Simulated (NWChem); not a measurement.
Species: dimethyl sulfide (C2H6S); SMILES CSC

All runs: NWChem. Pople sets run with spherical d functions. Each level has its own optimisation; frequencies are unscaled.

For level Hartree-Fock/6-31G*:

highest harmonic frequency (cm⁻¹): 3311
zero-point energy (kcal/mol): 51.1
dipole (D): 1.79

Q: Estimate the same quantities for level PBE0/def2-SVP.

A: highest harmonic frequency (cm⁻¹): 3179
zero-point energy (kcal/mol): 47.5
dipole (D): 1.55
